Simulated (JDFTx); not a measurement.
Part of a log of a modified build of JDFTx for ethanol, C2H6O (SMILES CCO), charge 0, multiplicity 1 (PBE, GBRV ultrasoft potentials, plane waves to 20/100 Ha):

```
unit cell volume = 7249.93
Chosen fftbox size, S = [  96  90  84  ]
unit cell volume = 7249.93
Chosen fftbox size, S = [  84  80  80  ]
  'C' pseudopotential, 'SLA  PW   PBE  PBE' functional
  4 valence electrons, 2 orbitals, 4 projectors, 721 radial grid points, with lMax = 1
  'O' pseudopotential, 'SLA  PW   PBE  PBE' functional
  6 valence electrons, 2 orbitals, 5 projectors, 737 radial grid points, with lMax = 2
  'H' pseudopotential, 'SLA  PW   PBX  PBC' functional
  1 valence electrons, 1 orbitals, 2 projectors, 615 radial grid points, with lMax = 0
Initialized 3 species with 9 total atoms.
Folded 1 k-points by 1x1x1 to 1 k-points.
nElectrons:  20.000000   nBands: 10   nStates: 1
average nbasis = 30995.000 , ideal nbasis = 30972.234
Correction to mu due to finite nuclear width = -0.00273713
   Cavity determined by nc: 0.000263 and sigma: 0.6
   Effective cavity tension: -1.08e-05 Eh/bohr^2 to account for cavitation and dispersion.
[...]
	Linear fluid (dielectric constant: 4.34) occupying 0.892951 of unit cell:	Completed after 8 iterations
[... later lines of the fluid solver are left out ...]
ElecMinimize: Iter:   0  Etot: -31.054062931256777  |grad|_K:  2.600e-05  alpha:  1.000e+00
ElecMinimize: Iter:   1  Etot: -31.054264961352221  |grad|_K:  1.333e-05  alpha:  9.646e-01  linmin: -1.521e-03
[... lines cut ...]
ElecMinimize: Iter:   6  Etot: -31.054334159840053  |grad|_K:  6.435e-07  alpha:  9.578e-01  linmin:  1.157e-04
ElecMinimize: Iter:   7  Etot: -31.054334286371169  |grad|_K:  3.214e-07  alpha:  9.858e-01  linmin: -8.237e-04
ElecMinimize: Iter:   8  Etot: -31.054334319190538  |grad|_K:  1.583e-07  alpha:  1.024e+00  linmin: -8.577e-04
ElecMinimize: Iter:   9  Etot: -31.054334326901365  |grad|_K:  8.367e-08  alpha:  9.921e-01  linmin: -2.056e-03
ElecMinimize: Converged (|Delta Etot|<1.000000e-07 for 2 iters).

# Energy components:
   A_diel =       -0.0080293868229718
   Eewald =       20.7130816704762104
       EH =       45.4509401781683806
     Eloc =     -108.5500838361848679
      Enl =        3.6869147029217579
      Exc =       -9.4470894167512309
 Exc_core =        0.1323999023916524
       KE =       16.9675318588997008
-------------------------------------
     Etot =      -31.0543343269013654
```

### Question
Which solvation model was used?
(A) SCCS (g03 parameters)
(B) linear PCM (GLSSA13)
(C) SaLSA
(D) soft-sphere model

### Answer
B, linear PCM (GLSSA13). The liquid was diethyl ether (dielectric constant 4.3), no salt.
